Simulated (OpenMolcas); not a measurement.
**Cl2 (chlorine): entropy by statistical mechanics**

A linear singlet with charge 0, relaxed at HF/cc-pVTZ (OpenMolcas 26.06):

```xyz
2

Cl    0.8465   -0.2819    0.4340
Cl   -0.8465    0.2819   -0.4340
```

Harmonic wavenumbers in cm⁻¹: 613.

Masses in u: Cl 35.45. Take T = 298.15 K, p = 1 bar, R = 8.3145 J/(mol K), kT/hc = 207.22 cm⁻¹, rigid rotor and harmonic oscillator.

Work out S° at 298 K.


1. Translation (Sackur–Tetrode): S = R[3/2 ln M + 5/2 ln T − 1.1517] with M = 70.9 gives 162.0 J/(mol K).
2. Rotation: the moment of inertia is 69.793 u Å², so B = 16.8576/I = 0.2415 cm⁻¹; σ = 2; q = kT/(σhcB) = 429.0; S = R(ln q + 1) = 58.7.
3. Vibration: with u = ν̃/207.22, each mode gives R[u/(eᵘ − 1) − ln(1 − e⁻ᵘ)]; the sum is 1.8.
4. Spin: R ln 1 = 0.0.
5. Sum: 162.0 + 58.7 + 1.8 + 0.0 = 222.5 J/(mol K).

The tabulated value is 223.1 J/(mol K) (CRC Handbook of Chemistry and Physics): the model is off by -0.6. Unscaled Hartree–Fock wavenumbers run high.
